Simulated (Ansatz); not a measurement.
Density of states of ZrCu₅ (F-43m, a = 6.825 Å, b = 6.825 Å, c = 6.825 Å, α = 90.00°, β = 90.00°, γ = 90.00°), in states per eV and primitive cell, averaged over bins of 0.5 eV. Theory: DFT r2SCAN, scalar-relativistic, plane waves, PAW in Ansatz.

Plane waves to 500 eV, a k mesh through Γ of 10×10×10 on the computed 6-atom cell and Gaussian smearing (0.10 eV); no spin polarisation.

The cell is relaxed at this level. The states (both spins) are summed by tetrahedra on a 15×15×15 mesh at the self-consistent density. Energies are bin centres; the table starts no lower than −8 eV and ends at 6 eV, or lower where the solved bands end.

It is a metal at this level.

```
E − E_F (eV) total Cu 3d Zr 4d Cu 4s Zr 5s
       -7.80   0.70   0.04   0.01   0.53   0.09
       -7.30   1.05   0.11   0.04   0.79   0.08
       -6.80   1.02   0.15   0.07   0.73   0.04
       -6.30   0.87   0.15   0.09   0.53   0.08
       -5.80   2.62   0.97   0.32   1.17   0.12
       -5.30   4.40   2.72   0.52   1.02   0.09
       -4.80   9.04   7.46   0.50   0.62   0.39
       -4.30  13.75  12.90   0.36   0.34   0.04
       -3.80  18.66  17.06   0.71   0.57   0.09
       -3.30  13.48  12.31   0.43   0.41   0.04
       -2.80  20.96  20.15   0.42   0.24   0.03
       -2.30  17.59  16.55   0.40   0.49   0.02
       -1.80   5.46   4.18   0.55   0.56   0.03
       -1.30   1.54   0.65   0.38   0.27   0.09
       -0.80   2.92   0.99   0.89   0.42   0.25
       -0.30   2.61   0.71   0.74   0.49   0.14
        0.20   2.46   0.44   0.93   0.30   0.20
        0.70   1.25   0.23   0.79   0.06   0.03
        1.20   4.68   0.69   3.00   0.27   0.27
        1.70   3.45   0.38   2.45   0.18   0.12
        2.20   3.99   0.33   1.88   0.64   0.09
        2.70   2.72   0.18   1.11   0.50   0.06
        3.20   2.25   0.13   0.74   0.41   0.06
        3.70   1.44   0.07   0.36   0.26   0.04
        4.20   0.15   0.01   0.02   0.02   0.00
        4.70   0.54   0.02   0.05   0.38   0.00
        5.20   1.07   0.02   0.26   0.54   0.01
        5.70   1.32   0.02   0.24   0.45   0.01
```

The columns after the total are the main Löwdin projections on the occupied valence shells of the potentials; 2 others are left out. The rest of the total lies in those, in shells that are empty in the free atom, which aren't projected, and between the atoms.

Cost: 1 run of about 3.5 core-minutes, on Intel Xeon Platinum 8259CL (Skylake/Cascade Lake) (shared hosts).